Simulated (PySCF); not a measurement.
Gas-phase reaction: P + O2 ⇌ PO2

Method: PySCF energies plus ideal-gas RRHO corrections (1 bar). Table values come from the NASA 1993 polynomials. After a fit of one offset per element over all species, the range-separated, M06-2X, PBE0/def2-QZVP and CCSD(T)/def2-TZVPP enthalpies, where run, lie to one side of the table for PO2 (+39 kJ/mol): a fault of the table's entry, another state or a shared error of the levels is possible; this was not checked at source. † marks an energy on the PBE0/def2-TZVP geometry and frequencies. Open shells (unrestricted): P (multiplicity 4), O2 (multiplicity 3), PO2 (multiplicity 2). For this reaction the table lies outside the span of B3LYP, CCSD(T), M06-2X, MP2, PBE0, r2SCAN, ωB97M-V, ωB97X-V in their largest bases here; which side is off was not settled. The table's entry may be an old estimate for PO2 (not checked at source).

r2SCAN/def2-TZVP† gives ΔH°(298 K) = -586.8 kJ.

What does BLYP/def2-TZVP† give, and where does the table lie?

BLYP/def2-TZVP†: -597.9 kJ. Table: -630.9 kJ.
